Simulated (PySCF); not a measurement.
This PySCF input asks for the NMR shieldings of `CNC(C)(C)C`, C$_{5}$H$_{13}$N; the geometry comes from GFN2-xTB.

```python
import basis_set_exchange as bse
import numpy as np
from pyscf import gto, dft
from pyscf.prop import nmr

atoms = """
C     2.026385   -0.651181   -0.061588
N     0.841842   -0.473251    0.751761
C    -0.356614    0.059714    0.106442
C    -0.161622    1.473474   -0.470016
C    -0.807125   -0.893224   -1.004108
C    -1.436534    0.105928    1.193612
H     2.393085    0.267034   -0.543777
H     2.818758   -1.037414    0.578978
H     1.825985   -1.391678   -0.834007
H     1.067457    0.114142    1.548787
H     0.554709    1.465470   -1.288507
H    -1.105963    1.855429   -0.849546
H     0.200098    2.151933    0.301562
H    -0.826098   -1.912797   -0.628709
H    -1.805084   -0.623565   -1.339705
H    -0.138642   -0.846403   -1.859688
H    -2.388102    0.422520    0.775358
H    -1.554897   -0.879852    1.634642
H    -1.157442    0.802973    1.981045
"""
names = dict.fromkeys(["C", "N", "H"], "pcSseg-1")
basis = {el: gto.basis.parse(bse.get_basis(n, elements=[el], fmt="nwchem")) for el, n in names.items()}
mol = gto.M(atom=atoms, basis=basis, charge=0, verbose=0)
mf = dft.RKS(mol, xc="PBE0")
mf.grids.level = 2
mf.grids.alignment = dft.numint.BLKSIZE   # the property module wants whole blocks of grid points
mf.conv_tol = 1e-9
mf.kernel()

calc = nmr.RKS(mf)   # GIAO
C = mf.mo_coeff
Co = C[:, mf.mo_occ > 0]
resp = mf.gen_response(singlet=True, hermi=2)
def vind(x):   # induced exchange potential for any number of trial vectors
    d = np.einsum("pi,xij,qj->xpq", C, 2 * x.reshape(-1, C.shape[1], Co.shape[1]), Co, optimize=True)
    return np.einsum("xpq,pi,qj->xij", resp(d - d.transpose(0, 2, 1)), C, Co, optimize=True).ravel()
mo1, _ = nmr.rhf.solve_mo1(calc, with_cphf=vind)
sigma = calc.kernel(mo1)
for i, s in enumerate(sigma):   # ppm
    w = np.linalg.eigvalsh((s + s.T) / 2)
    print("%2d %-2s iso %8.1f  s11 %8.1f  s22 %8.1f  s33 %8.1f" % (i, mol.atom_pure_symbol(i), w.mean(), *w))
```

Task: Give the expected output.

Result: 
```
 0 C  iso    155.2  s11    134.4  s22    146.2  s33    185.0
 1 N  iso    198.4  s11    159.7  s22    177.3  s33    258.2
 2 C  iso    135.2  s11    119.5  s22    129.8  s33    156.2
 3 C  iso    159.4  s11    129.7  s22    158.9  s33    189.6
 4 C  iso    158.7  s11    137.8  s22    151.2  s33    187.1
 5 C  iso    151.4  s11    129.3  s22    137.4  s33    187.5
 6 H  iso     29.1  s11     23.9  s22     27.6  s33     35.6
 7 H  iso     29.1  s11     24.3  s22     26.8  s33     36.1
 8 H  iso     29.3  s11     24.6  s22     28.2  s33     35.1
 9 H  iso     31.9  s11     22.8  s22     32.6  s33     40.3
10 H  iso     29.9  s11     25.9  s22     28.7  s33     35.0
11 H  iso     30.6  s11     27.0  s22     28.5  s33     36.4
12 H  iso     31.3  s11     28.0  s22     28.3  s33     37.5
13 H  iso     30.7  s11     27.5  s22     27.6  s33     37.0
14 H  iso     30.8  s11     27.2  s22     28.7  s33     36.5
15 H  iso     30.4  s11     26.5  s22     29.0  s33     35.6
16 H  iso     30.7  s11     27.1  s22     28.2  s33     36.9
17 H  iso     30.4  s11     27.0  s22     28.0  s33     36.0
18 H  iso     30.8  s11     27.5  s22     28.5  s33     36.4
```

These numbers come from an equivalent density-fitted implementation of the same equations, which agrees with the script to about 0.01 ppm for H and up to a few tenths of a ppm for heavy atoms, so last digits may differ.

Task: Turn these shieldings into chemical shifts. Shifts are taken against calculated references (same method and geometry level): ¹³C (186.93 ppm) and ¹H (31.72 ppm) against TMS; ¹⁵N (267.73 ppm) vs NH3.

Result: Averaging equivalent atoms: C 2: 51.7; C 0: 31.7; C 3/4/5: 30.4; N 1: 69.3; H 6/7/8: 2.57; H 10/11/12/13/14/15/16/17/18: 1.10; H 9: -0.18 ppm. Experimental scales use liquid or dissolved standards, which lie at an offset from isolated NH3 (liquid NH3: subtract about 20 ppm).

Size and cost of the density-fitted run: 167 basis functions, 16 s wall time on 1 thread of an Arm Neoverse V2, shared host.
